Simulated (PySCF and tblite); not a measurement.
C₃H₈S, numbered as in [CH3:1][CH2:2][S:3][CH3:4]. Geometries PBE0-D3(BJ)/def2-SVP; weights from PBE0-D3(BJ)/def2-TZVP energies and GFN2-xTB thermal corrections, with symmetry numbers and mirror pairs. Conformers within 4 kcal/mol (GFN2-xTB free energy) were kept, 5 at most. GIAO shieldings: PBE0/pcSseg-1. Shifts are against TMS (¹H), TMS (¹³C) at the same level. (PySCF 2.14, tblite 0.8.)

Torsions listed: C1–C2–S3–C4. Of a mirror pair one member is shown.

Two conformers hold nearly all the population. I: 180°; δ(C4) = 21.04 ppm. II: -70°; δ(C4) = 17.80 ppm. The average over the ensemble at 298.15 K is 18.93 ppm.

(1) What populations and free-energy difference follow from a two-state model?

Answers

(1) p(I) = (18.93 − 17.80)/(21.04 − 17.80) = 0.35, so K = p(II)/p(I) = 1.87 and G(II) − G(I) = −RT ln K = -0.37 kcal/mol. One of the two counts twice, as a mirror pair, which this difference holds. The weights computed directly are 34.9 % and 65.1 %.
